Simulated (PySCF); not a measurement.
Bonding in `N=C1CC(F)C1`

C4H6FN.
Numbering: `[NH:1]=[C:2]1[CH2:3][CH:4]([F:5])[CH2:6]1` (hydrogens: H7 on N1; H8, H9 on C3; H10 on C4; H11, H12 on C6)

Structure used (GFN2-xTB), in Å, numbered top down from 1:
```
atom  x, y, z in Å
N1     1.9849   -0.8861   -0.0149
C2     0.8498   -0.3738    0.0327
C3    -0.4973   -1.0223    0.1920
C4    -1.1390    0.3282   -0.1642
F5    -2.0415    0.7913    0.7599
C6     0.2372    1.0089   -0.1062
H7     2.7583   -0.2400   -0.1564
H8    -0.7001   -1.3203    1.2194
H9    -0.7055   -1.8607   -0.4675
H10   -1.6375    0.3676   -1.1360
H11    0.3564    1.6150    0.7911
H12    0.5352    1.5916   -0.9759
```

Bond orders from the PBE0/pcSseg-1 density (PySCF). One conformer (not necessarily the lowest) at the GFN2-xTB geometry, without solvent, vibrations or thermal averaging.

Q: Where do the orders between heavy atoms depart from those drawn in the SMILES?

A: The largest departure is 0.124, at C4–F5 (drawn single, 0.876). Drawn single, order below 0.88: C4–F5 (0.876).

Q: Set the Mayer orders of the bonds between heavy atoms beside their lengths.

A: 
| bond | drawn as | length (Å) | Mayer order |
| --- | --- | --- | --- |
| N1–C2 | double | 1.246 | 2.097 |
| C2–C3 | single | 1.504 | 0.983 |
| C3–C4 | single | 1.537 | 1.008 |
| C4–F5 | single | 1.372 | 0.876 |
| C4–C6 | single | 1.536 | 1.007 |
| C6–C2 | single | 1.519 | 0.968 |

Bonds between the same two heavy elements. C–C: lowest C6–C2 (0.968, 1.519 Å), highest C3–C4 and C4–C6 (1.008, 1.537 Å); in 4 of the 6 pairs the longer bond (by over 0.003 Å) has the higher order (by 0.02 or more). Bonds named together lie within 0.004.

Q: And the bonds to hydrogen?

A: H–N: 0.93 (1 bond); C–H: 0.92 to 0.94 (5 bonds).

Q: Sum the orders of all bonds at each heavy atom with more than one neighbour and set the sums beside the valence in the SMILES.

A: N1 3.025 (drawn 3), C2 4.048 (drawn 4), C3 3.850 (drawn 4), C4 3.833 (drawn 4), C6 3.833 (drawn 4). Orders between atoms that aren't bonded are not in these sums.

The Mayer order sums products of elements of PS (density times overlap matrix) between the two atoms' basis functions, so it depends on the basis set.
